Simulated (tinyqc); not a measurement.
Inside a calculation (part 1 of 2). Method: LCCD on RHF in the sto-3g basis, for H2O, spin multiplicity 1. Computed by tinyqc, a small Python program that keeps every step (integrals from PySCF). Settings: charge = 0, multiplicity = 1, basis = sto-3g, method = RHF, energy threshold = 1e-10, iteration cap = 50, orthogonalisation = symmetric, start = Wolfsberg-Helmholz matrix, DIIS depth = 6, amplitude equations = LCCD, DIIS depth for amplitudes = 6, cap on updates = 81. Command: `OMP_NUM_THREADS=1 python tinyqc.py 20916 20917 out.jsonl` (the two numbers bound the seeds that draw the settings). One thread of a shared host (Intel(R) Xeon(R) Processor @ 2.60GHz), about 0.1 s of CPU time with the checks. The early iterations of the SCF are left out here.

## One-electron integrals

Geometry (angstrom):

| atom | x | y | z |
|---|---|---|---|
| O | 0.0000 | 0.0000 | 0.0000 |
| H | 0.0000 | 0.8760 | 0.7280 |
| H | 0.0000 | -0.9350 | 0.7770 |

Basis sto-3g: exponents (1/bohr^2) and contraction coefficients of normalised primitives:

| element | l (shell) | exponent | coefficient |
|---|---|---|---|
| O | s (1) | 130.7093 | 0.1543 |
| O | s (1) | 23.8089 | 0.5353 |
| O | s (1) | 6.4436 | 0.4446 |
| O | s (2) | 5.0332 | -0.1000 |
| O | s (2) | 1.1696 | 0.3995 |
| O | s (2) | 0.3804 | 0.7001 |
| O | p (3) | 5.0332 | 0.1559 |
| O | p (3) | 1.1696 | 0.6077 |
| O | p (3) | 0.3804 | 0.3920 |
| H | s (1) | 3.4253 | 0.1543 |
| H | s (1) | 0.6239 | 0.5353 |
| H | s (1) | 0.1689 | 0.4446 |

Overlap, kinetic and nuclear-attraction integrals over the contracted functions; the nuclear repulsion is the sum of Za Zb / Rab.

nuclear repulsion = 7.491079 hartree

overlap S, lower triangle:
```
         1O 1s   1O 2s  1O 2px   1O 2py  1O 2pz   2H 1s   3H 1s
1O 1s   1.0000
1O 2s   0.2367  1.0000
1O 2px  0.0000  0.0000  1.0000
1O 2py  0.0000  0.0000  0.0000   1.0000
1O 2pz  0.0000  0.0000  0.0000   0.0000  1.0000
2H 1s   0.0350  0.3638  0.0000   0.2505  0.2082  1.0000
3H 1s   0.0292  0.3225  0.0000  -0.2279  0.1894  0.1611  1.0000
```

kinetic energy T (hartree), lower triangle:
```
          1O 1s   1O 2s  1O 2px   1O 2py  1O 2pz    2H 1s   3H 1s
1O 1s   29.0032
1O 2s   -0.1680  0.8081
1O 2px   0.0000  0.0000  2.5287
1O 2py   0.0000  0.0000  0.0000   2.5287
1O 2pz   0.0000  0.0000  0.0000   0.0000  2.5287
2H 1s   -0.0088  0.0580  0.0000   0.1264  0.1051   0.7600
3H 1s   -0.0087  0.0372  0.0000  -0.0969  0.0805  -0.0065  0.7600
```

nuclear attraction V (hartree), lower triangle:
```
           1O 1s    1O 2s   1O 2px   1O 2py   1O 2pz    2H 1s    3H 1s
1O 1s   -61.5183
1O 2s    -7.3961  -9.9490
1O 2px    0.0000   0.0000  -9.8253
1O 2py   -0.0010  -0.0118   0.0000  -9.9151
1O 2pz   -0.0132  -0.1626   0.0000  -0.0063  -9.8873
2H 1s    -1.1195  -2.7602   0.0000  -1.6701  -1.4299  -5.1691
3H 1s    -0.9335  -2.3946   0.0000   1.4736  -1.2647  -0.8980  -4.9551
```

core Hamiltonian H = T + V (hartree), lower triangle:
```
           1O 1s    1O 2s   1O 2px   1O 2py   1O 2pz    2H 1s    3H 1s
1O 1s   -32.5151
1O 2s    -7.5641  -9.1408
1O 2px    0.0000   0.0000  -7.2965
1O 2py   -0.0010  -0.0118   0.0000  -7.3863
1O 2pz   -0.0132  -0.1626   0.0000  -0.0063  -7.3585
2H 1s    -1.1284  -2.7022   0.0000  -1.5437  -1.3248  -4.4091
3H 1s    -0.9423  -2.3574   0.0000   1.3767  -1.1842  -0.9045  -4.1950
```

## Two-electron integrals

Functions are numbered as in S; the eight-fold symmetry (ij|kl) = (ji|kl) = (kl|ij) leaves the list below.

Two-electron integrals (ij|kl) in chemists' order, unique and non-zero (hartree):
```
(11|11) 4.7851      (21|11) 0.7414      (21|21) 0.1369      (22|11) 1.1189
(22|21) 0.2566      (22|22) 0.8172      (31|31) 0.0245      (32|31) 0.0378
(32|32) 0.1805      (33|11) 1.1158      (33|21) 0.2567      (33|22) 0.8170
(33|33) 0.8802      (41|41) 0.0245      (42|41) 0.0378      (42|42) 0.1805
(43|43) 0.0474      (44|11) 1.1158      (44|21) 0.2567      (44|22) 0.8170
(44|33) 0.7853      (44|44) 0.8802      (51|51) 0.0245      (52|51) 0.0378
(52|52) 0.1805      (53|53) 0.0474      (54|54) 0.0474      (55|11) 1.1158
(55|21) 0.2567      (55|22) 0.8170      (55|33) 0.7853      (55|44) 0.7853
(55|55) 0.8802      (61|11) 0.1109      (61|21) 0.0203      (61|22) 0.0379
(61|33) 0.0379      (61|41) 0.0007      (61|42) 0.0013      (61|44) 0.0380
(61|51) 0.0006      (61|52) 0.0011      (61|54) 1.12e-04    (61|55) 0.0379
(61|61) 0.0031      (62|11) 0.2917      (62|21) 0.0678      (62|22) 0.2419
(62|33) 0.2376      (62|41) 0.0039      (62|42) 0.0310      (62|44) 0.2451
(62|51) 0.0033      (62|52) 0.0257      (62|54) 0.0062      (62|55) 0.2428
(62|61) 0.0103      (62|62) 0.0915      (63|31) 0.0068      (63|32) 0.0407
(63|43) 0.0063      (63|53) 0.0052      (63|63) 0.0125      (64|11) 0.1688
(64|21) 0.0397      (64|22) 0.1512      (64|33) 0.1445      (64|41) 0.0088
(64|42) 0.0589      (64|44) 0.1615      (64|51) 0.0017      (64|52) 0.0151
(64|54) 0.0089      (64|55) 0.1475      (64|61) 0.0063      (64|62) 0.0695
(64|64) 0.0647      (65|11) 0.1402      (65|21) 0.0330      (65|22) 0.1257
(65|33) 0.1201      (65|41) 0.0017      (65|42) 0.0151      (65|44) 0.1237
(65|51) 0.0082      (65|52) 0.0533      (65|54) 0.0093      (65|55) 0.1331
(65|61) 0.0052      (65|62) 0.0578      (65|64) 0.0434      (65|65) 0.0486
(66|11) 0.4560      (66|21) 0.1078      (66|22) 0.4424      (66|33) 0.4252
(66|41) 0.0075      (66|42) 0.0834      (66|44) 0.4553      (66|51) 0.0062
(66|52) 0.0693      (66|54) 0.0250      (66|55) 0.4460      (66|61) 0.0165
(66|62) 0.2182      (66|64) 0.1893      (66|65) 0.1573      (66|66) 0.7746
(71|11) 0.0925      (71|21) 0.0170      (71|22) 0.0317      (71|33) 0.0316
(71|41) -0.0006     (71|42) -0.0011     (71|44) 0.0317      (71|51) 4.86e-04
(71|52) 0.0009      (71|54) -9.21e-05   (71|55) 0.0317      (71|61) 0.0025
(71|62) 0.0083      (71|64) 0.0047      (71|65) 0.0042      (71|66) 0.0132
(71|71) 0.0021      (72|11) 0.2529      (72|21) 0.0589      (72|22) 0.2111
(72|33) 0.2073      (72|41) -0.0034     (72|42) -0.0272     (72|44) 0.2138
(72|51) 0.0028      (72|52) 0.0226      (72|54) -0.0055     (72|55) 0.2118
(72|61) 0.0087      (72|62) 0.0640      (72|64) 0.0337      (72|65) 0.0394
(72|66) 0.1241      (72|71) 0.0075      (72|72) 0.0708      (73|31) 0.0058
(73|32) 0.0351      (73|43) -0.0055     (73|53) 0.0046      (73|63) 0.0083
(73|73) 0.0095      (74|11) -0.1493     (74|21) -0.0352     (74|22) -0.1346
(74|33) -0.1287     (74|41) 0.0076      (74|42) 0.0513      (74|44) -0.1436
(74|51) -0.0015     (74|52) -0.0135     (74|54) 0.0078      (74|55) -0.1314
(74|61) -0.0050     (74|62) -0.0347     (74|64) -0.0104     (74|65) -0.0210
(74|66) -0.0617     (74|71) -0.0046     (74|72) -0.0550     (74|74) 0.0517
(75|11) 0.1241      (75|21) 0.0292      (75|22) 0.1119      (75|33) 0.1070
(75|41) -0.0015     (75|42) -0.0135     (75|44) 0.1102      (75|51) 0.0070
(75|52) 0.0463      (75|54) -0.0082     (75|55) 0.1183      (75|61) 0.0045
(75|62) 0.0400      (75|64) 0.0207      (75|65) 0.0326      (75|66) 0.0845
(75|71) 0.0038      (75|72) 0.0457      (75|74) -0.0351     (75|75) 0.0386
(76|11) 0.0885      (76|21) 0.0208      (76|22) 0.0815      (76|33) 0.0795
(76|41) -2.06e-05   (76|42) -2.77e-04   (76|44) 0.0810      (76|51) 0.0015
(76|52) 0.0147      (76|54) -7.07e-05   (76|55) 0.0840      (76|61) 0.0031
(76|62) 0.0311      (76|64) 0.0205      (76|65) 0.0221      (76|66) 0.0793
(76|71) 0.0026      (76|72) 0.0277      (76|74) -0.0189     (76|75) 0.0201
(76|76) 0.0138      (77|11) 0.4294      (77|21) 0.1015      (77|22) 0.4195
(77|33) 0.4038      (77|41) -0.0068     (77|42) -0.0771     (77|44) 0.4313
(77|51) 0.0056      (77|52) 0.0641      (77|54) -0.0228     (77|55) 0.4228
(77|61) 0.0149      (77|62) 0.1349      (77|64) 0.0656      (77|65) 0.0903
(77|66) 0.2901      (77|71) 0.0129      (77|72) 0.1872      (77|74) -0.1660
(77|75) 0.1379      (77|76) 0.0793      (77|77) 0.7746
```

## Orthogonalisation

S = U s U^T; symmetric (Loewdin) form X = U s^(-1/2) U^T, so that X^T S X = 1.

eigenvalues of S: 0.4745  0.5775  0.8839  1.0000  1.1064  1.2660  1.6917

X, lower triangle:
```
          1O 1s    1O 2s  1O 2px   1O 2py   1O 2pz    2H 1s   3H 1s
1O 1s    1.0233
1O 2s   -0.1340   1.1258
1O 2px   0.0000   0.0000  1.0000
1O 2py  -0.0009   0.0098  0.0000   1.0554
1O 2pz  -0.0064   0.0587  0.0000   0.0050   1.0331
2H 1s    0.0183  -0.2079  0.0000  -0.1584  -0.1165   1.1136
3H 1s    0.0162  -0.1742  0.0000   0.1409  -0.1004  -0.0558  1.0883
```

## Iteration 9 (converged): orbitals

converged F (hartree), lower triangle:
```
           1O 1s    1O 2s   1O 2px   1O 2py   1O 2pz    2H 1s    3H 1s
1O 1s   -20.2703
1O 2s    -5.1656  -2.4017
1O 2px    0.0000   0.0000  -0.3909
1O 2py   -0.0013  -0.0115   0.0000  -0.2036
1O 2pz   -0.0235  -0.0557   0.0000  -0.0146  -0.2442
2H 1s    -0.7788  -0.7487   0.0000  -0.3430  -0.3216  -0.3866
3H 1s    -0.6511  -0.6570   0.0000   0.3186  -0.3011  -0.2088  -0.3276
```

Diagonalise F' = X^T F X, C = X C', fill 5 alpha and 5 beta electrons from the bottom; D = 2 C_occ C_occ^T. Each column has its largest component positive (the first on a tie).

F' = X^T F X (hartree), lower triangle:
```
          1        2        3        4        5        6        7
1  -19.8981
2   -2.6780  -1.3504
3    0.0000   0.0000  -0.3909
4   -0.0030   0.0081   0.0000  -0.0242
5   -0.0503   0.0943   0.0000  -0.0021  -0.1300
6   -0.0789  -0.3796   0.0000  -0.3741  -0.3007  -0.0309
7   -0.0519  -0.3269   0.0000   0.3480  -0.2757  -0.0602  -0.0420
```

orbital energies (hartree): MO1 -20.2784, MO2 -1.1911, MO3 -0.5121, MO4 -0.4316, MO5 -0.3909, MO6 0.4176, MO7 0.5199

coefficients C:
```
            MO1      MO2      MO3      MO4     MO5      MO6      MO7
1O 1s    0.9946  -0.2426   0.0175   0.0867  0.0000   0.0940   0.0336
1O 2s    0.0232   0.9103  -0.0906  -0.4393  0.0000  -0.5384  -0.2053
1O 2px   0.0000   0.0000   0.0000   0.0000  1.0000   0.0000   0.0000
1O 2py   0.0003   0.0119   0.6128  -0.0761  0.0000   0.2460  -0.8468
1O 2pz   0.0027   0.0687   0.0919   0.7202  0.0000  -0.7161  -0.2232
2H 1s   -0.0043   0.1441   0.4886   0.2913  0.0000   0.4549   0.8798
3H 1s   -0.0037   0.1227  -0.4152   0.4149  0.0000   0.8216  -0.4619
```

D after iteration 9, lower triangle:
```
          1O 1s    1O 2s  1O 2px   1O 2py  1O 2pz    2H 1s   3H 1s
1O 1s    2.1117
1O 2s   -0.4750   2.0607
1O 2px   0.0000   0.0000  2.0000
1O 2py   0.0031  -0.0224  0.0000   0.7630
1O 2pz   0.1002  -0.5243  0.0000   0.0048  1.0638
2H 1s   -0.0108  -0.0824  0.0000   0.5580  0.5293   0.6888
3H 1s   -0.0094  -0.0662  0.0000  -0.5691  0.5381  -0.1286  0.7192
```

## Convergence

Stop when the energy changes by less than 1e-10 hartree and every element of the error matrix X^T (F D S - S D F) X is below 3e-06.

Course of the cycle:

| iteration | E (hartree) | change | largest element of the error matrix |
|---|---|---|---|
| 1 | -74.373632 | - | 5.03e-01 |
| 2 | -74.883891 | -5.10e-01 | 1.39e-01 |
| 3 | -74.905747 | -2.19e-02 | 3.70e-02 |
| 4 | -74.907741 | -1.99e-03 | 6.98e-03 |
| 5 | -74.907841 | -9.94e-05 | 2.07e-03 |
| 6 | -74.907859 | -1.88e-05 | 4.93e-05 |
| 7 | -74.907859 | -6.32e-09 | 1.14e-05 |
| 8 | -74.907859 | -2.97e-10 | 1.36e-06 |
| 9 | -74.907859 | -4.01e-12 | 2.07e-07 |

PySCF RHF in the same basis = -74.907859 hartree

Converged in 9 iterations.

## Integrals over molecular orbitals

(pq|rs) = sum C_ip C_jq C_kr C_ls (ij|kl), one index at a time.

one-electron integrals over orbitals h = C^T H C (hartree), lower triangle:
```
          1        2        3        4        5        6        7
1  -32.4989
2    0.5741  -7.5370
3   -0.0397   0.0829  -5.9003
4   -0.1930   0.5402  -0.1342  -6.3620
5    0.0000   0.0000   0.0000   0.0000  -7.2965
6   -0.2156   1.0584  -0.3934   1.4340   0.0000  -5.2960
7   -0.0767   0.3843   1.7318   0.1623   0.0000   0.0338  -5.4295
```

Two-electron integrals over orbitals (pq|rs), unique and non-zero (hartree):
```
(11|11) 4.7476      (21|11) -0.4345     (21|21) 0.0628      (22|11) 1.0299
(22|21) -0.0161     (22|22) 0.7275      (31|11) 0.0312      (31|21) -0.0041
(31|22) 0.0026      (31|31) 0.0111      (32|11) -0.0249     (32|21) 0.0017
(32|22) 0.0006      (32|31) 0.0167      (32|32) 0.1252      (33|11) 0.7575
(33|21) -0.0051     (33|22) 0.6079      (33|31) -0.0005     (33|32) 0.0025
(33|33) 0.5832      (41|11) 0.1538      (41|21) -0.0208     (41|22) 0.0109
(41|31) 0.0021      (41|32) 2.76e-04    (41|33) 0.0050      (41|41) 0.0221
(42|11) -0.1494     (42|21) 0.0074      (42|22) -0.0340     (42|31) 1.74e-04
(42|32) 0.0044      (42|33) 1.34e-04    (42|41) 0.0179      (42|42) 0.1282
(43|11) 0.0311      (43|21) -0.0010     (43|22) 0.0139      (43|31) -0.0024
(43|32) 0.0261      (43|33) 0.0135      (43|41) -0.0017     (43|42) -0.0170
(43|43) 0.0598      (44|11) 0.8947      (44|21) -0.0102     (44|22) 0.6468
(44|31) -1.54e-04   (44|32) -0.0197     (44|33) 0.5524      (44|41) -0.0073
(44|42) -0.0811     (44|43) 0.0054      (44|44) 0.6631      (51|51) 0.0259
(52|51) 0.0336      (52|52) 0.1531      (53|51) -0.0023     (53|52) -0.0084
(53|53) 0.0266      (54|51) -0.0110     (54|52) -0.0418     (54|53) 0.0039
(54|54) 0.0443      (55|11) 1.1154      (55|21) -0.0123     (55|22) 0.7592
(55|31) 0.0009      (55|32) -0.0131     (55|33) 0.5961      (55|41) 0.0044
(55|42) -0.0816     (55|43) 0.0179      (55|44) 0.6671      (55|55) 0.8802
(61|11) 0.1682      (61|21) -0.0257     (61|22) 0.0024      (61|31) 0.0040
(61|32) 0.0032      (61|33) -0.0009     (61|41) -0.0049     (61|42) -0.0205
(61|43) 0.0015      (61|44) 0.0133      (61|55) 0.0046      (61|61) 0.0232
(62|11) -0.2307     (62|21) 0.0054      (62|22) -0.1168     (62|31) 0.0020
(62|32) 0.0156      (62|33) -0.0622     (62|41) -0.0179     (62|42) -0.0399
(62|43) -0.0056     (62|44) -0.0468     (62|55) -0.1238     (62|61) 0.0125
(62|62) 0.0897      (63|11) 0.0807      (63|21) -0.0016     (63|22) 0.0410
(63|31) -0.0026     (63|32) 0.0262      (63|33) 0.0309      (63|41) 0.0008
(63|42) -0.0169     (63|43) 0.0383      (63|44) 0.0142      (63|55) 0.0462
(63|61) -1.39e-04   (63|62) -0.0194     (63|63) 0.0722      (64|11) -0.2937
(64|21) 0.0042      (64|22) -0.1447     (64|31) -0.0020     (64|32) -0.0143
(64|33) -0.0576     (64|41) -2.19e-04   (64|42) 0.0585      (64|43) -0.0249
(64|44) -0.1266     (64|55) -0.1657     (64|61) -0.0033     (64|62) 0.0518
(64|63) -0.0453     (64|64) 0.1219      (65|51) -0.0112     (65|52) -0.0444
(65|53) 0.0070      (65|54) -0.0093     (65|65) 0.0321      (66|11) 0.7786
(66|21) -0.0077     (66|22) 0.5853      (66|31) -0.0016     (66|32) -0.0376
(66|33) 0.5351      (66|41) 0.0153      (66|42) 0.0402      (66|43) -0.0340
(66|44) 0.5518      (66|55) 0.5755      (66|61) -0.0088     (66|62) -0.0834
(66|63) -0.0207     (66|64) -0.0435     (66|66) 0.6004      (71|11) 0.0601
(71|21) -0.0094     (71|22) 2.77e-05    (71|31) -0.0132     (71|32) -0.0208
(71|33) 0.0016      (71|41) 0.0007      (71|42) -0.0037     (71|43) 0.0035
(71|44) 0.0035      (71|55) 0.0016      (71|61) 0.0022      (71|62) -0.0022
(71|63) 0.0032      (71|64) 0.0015      (71|66) 0.0025      (71|71) 0.0193
(72|11) -0.0856     (72|21) 0.0018      (72|22) -0.0435     (72|31) -0.0151
(72|32) -0.0561     (72|33) -0.0113     (72|41) -0.0035     (72|42) -3.28e-04
(72|43) 0.0267      (72|44) -0.0266     (72|55) -0.0451     (72|61) -0.0023
(72|62) 0.0076      (72|63) 0.0213      (72|64) 0.0208      (72|66) -0.0284
(72|71) 0.0183      (72|72) 0.0731      (73|11) -0.3626     (73|21) 0.0067
(73|22) -0.1674     (73|31) 3.59e-04    (73|32) 0.0309      (73|33) -0.0850
(73|41) 2.32e-04    (73|42) 0.0735      (73|43) 0.0023      (73|44) -0.1307
(73|55) -0.2009     (73|61) -0.0047     (73|62) 0.0565      (73|63) -0.0106
(73|64) 0.0999      (73|66) -0.0635     (73|71) -0.0024     (73|72) 0.0270
(73|73) 0.1643      (74|11) -0.0338     (74|21) 4.14e-04    (74|22) -0.0131
(74|31) 0.0073      (74|32) 0.0657      (74|33) -0.0022     (74|41) -0.0013
(74|42) -0.0019     (74|43) 0.0154      (74|44) -0.0238     (74|55) -0.0182
(74|61) 0.0029      (74|62) 0.0145      (74|63) 0.0461      (74|64) -0.0094
(74|66) -0.0398     (74|71) -0.0093     (74|72) -0.0126     (74|73) 0.0333
(74|74) 0.0650      (75|51) -0.0040     (75|52) -0.0159     (75|53) -0.0225
(75|54) 0.0010      (75|65) 0.0025      (75|75) 0.0258      (76|11) -0.0058
(76|21) 2.24e-04    (76|22) 0.0033      (76|31) 0.0060      (76|32) 0.0668
(76|33) 0.0040      (76|41) 0.0031      (76|42) 0.0105      (76|43) 0.0545
(76|44) -0.0189     (76|55) -0.0034     (76|61) -0.0012     (76|62) -0.0085
(76|63) 0.0463      (76|64) -0.0233     (76|66) -0.0407     (76|71) -0.0079
(76|72) 0.0012      (76|73) 0.0320      (76|74) 0.0447      (76|76) 0.0818
(77|11) 0.8189      (77|21) -0.0085     (77|22) 0.6030      (77|31) 0.0051
(77|32) 0.0443      (77|33) 0.5762      (77|41) 0.0042      (77|42) -0.0170
(77|43) 0.0385      (77|44) 0.5516      (77|55) 0.5987      (77|61) 0.0033
(77|62) -0.0551     (77|63) 0.0553      (77|64) -0.0709     (77|66) 0.5141
(77|71) -0.0046     (77|72) -0.0194     (77|73) -0.0724     (77|74) 0.0289
(77|76) 0.0434      (77|77) 0.6132
```

## LCCD: starting amplitudes

t_ij^ab = <ij||ab> / (e_i + e_j - e_a - e_b), whose energy is MP2.

Starting amplitudes (spin orbitals 1a, 1b, ...; amplitudes related by a flip of all spins are not repeated; the 24 largest):

| from | to | t |
|---|---|---|
| 3a 3b | 7a 7b | -0.0796 |
| 4a 4b | 6a 6b | -0.0718 |
| 3a 4b | 6b 7a | 0.0531 |
| 3a 3b | 6a 6b | -0.0388 |
| 4a 4b | 7a 7b | -0.0342 |
| 3a 4a | 6a 7a | 0.0286 |
| 2a 2b | 6a 6b | -0.0279 |
| 3a 4b | 6a 6b | 0.0255 |
| 3a 4b | 6a 7b | -0.0245 |
| 2a 3b | 6a 7b | -0.0214 |
| 2a 2b | 7a 7b | -0.0214 |
| 2a 4b | 6a 6b | -0.0211 |
| 5a 5b | 6a 6b | -0.0198 |
| 3a 4b | 7a 7b | -0.0168 |
| 5a 5b | 7a 7b | -0.0142 |
| 2a 3a | 6a 7a | -0.0133 |
| 2a 3b | 7a 7b | -0.0099 |
| 2a 4b | 6b 7a | 0.0081 |
| 2a 3b | 6b 7a | 0.0081 |
| 2a 3b | 6a 6b | 0.0076 |
| 2a 4b | 6a 7b | -0.0057 |
| 3a 3b | 6a 7b | 0.0054 |
| 4a 4b | 6a 7b | 0.0052 |
| 2a 4b | 7a 7b | 0.0047 |

correlation energy = -0.058998 hartree

## LCCD: amplitude update 1

t_ij^ab D_ij^ab are set to the remaining terms of the spin-orbital equations, evaluated with the old amplitudes; for the doubles these are <ij||ab> + 1/2 <ab||ef> t_ij^ef + 1/2 <mn||ij> t_mn^ab + P(ij)P(ab) <mb||ej> t_im^ae, D the orbital-energy denominators (linear CCD).

Amplitudes after update 1 (spin orbitals 1a, 1b, ...; amplitudes related by a flip of all spins are not repeated; the 24 largest):

| from | to | t |
|---|---|---|
| 3a 3b | 7a 7b | -0.1032 |
| 4a 4b | 6a 6b | -0.0943 |
| 3a 4b | 6b 7a | 0.0678 |
| 3a 3b | 6a 6b | -0.0553 |
| 4a 4b | 7a 7b | -0.0468 |
| 3a 4b | 6a 7b | -0.0402 |
| 3a 4b | 6a 6b | 0.0375 |
| 2a 4b | 6a 6b | -0.0309 |
| 2a 2b | 6a 6b | -0.0305 |
| 3a 4a | 6a 7a | 0.0276 |
| 2a 3b | 6a 7b | -0.0264 |
| 5a 5b | 6a 6b | -0.0243 |
| 3a 4b | 7a 7b | -0.0241 |
| 2a 2b | 7a 7b | -0.0230 |
| 5a 5b | 7a 7b | -0.0158 |
| 2a 3b | 6b 7a | 0.0143 |
| 2a 3b | 7a 7b | -0.0139 |
| 2a 3a | 6a 7a | -0.0121 |
| 2a 3b | 6a 6b | 0.0103 |
| 2a 4b | 6b 7a | 0.0097 |
| 4a 4b | 6a 7b | 0.0097 |
| 2a 4b | 6a 7b | -0.0077 |
| 3a 3b | 6a 7b | 0.0049 |
| 2a 4b | 7a 7b | 0.0033 |

correlation energy = -0.076285 hartree

## LCCD: amplitude update 2

As before.

Amplitudes after update 2 (spin orbitals 1a, 1b, ...; amplitudes related by a flip of all spins are not repeated; the 24 largest):

| from | to | t |
|---|---|---|
| 3a 3b | 7a 7b | -0.1121 |
| 4a 4b | 6a 6b | -0.1040 |
| 3a 4b | 6b 7a | 0.0729 |
| 3a 3b | 6a 6b | -0.0625 |
| 4a 4b | 7a 7b | -0.0521 |
| 3a 4b | 6a 7b | -0.0490 |
| 3a 4b | 6a 6b | 0.0433 |
| 2a 4b | 6a 6b | -0.0353 |
| 2a 2b | 6a 6b | -0.0303 |
| 2a 3b | 6a 7b | -0.0277 |
| 3a 4b | 7a 7b | -0.0275 |
| 5a 5b | 6a 6b | -0.0258 |
| 3a 4a | 6a 7a | 0.0239 |
| 2a 2b | 7a 7b | -0.0225 |
| 2a 3b | 6b 7a | 0.0175 |
| 2a 3b | 7a 7b | -0.0156 |
| 5a 5b | 7a 7b | -0.0155 |
| 4a 4b | 6a 7b | 0.0119 |
| 2a 3b | 6a 6b | 0.0113 |
| 2a 3a | 6a 7a | -0.0102 |
| 2a 4b | 6b 7a | 0.0100 |
| 2a 4b | 6a 7b | -0.0085 |
| 3a 3b | 6a 7b | 0.0043 |
| 2a 2b | 6a 7b | -0.0033 |

correlation energy = -0.082717 hartree
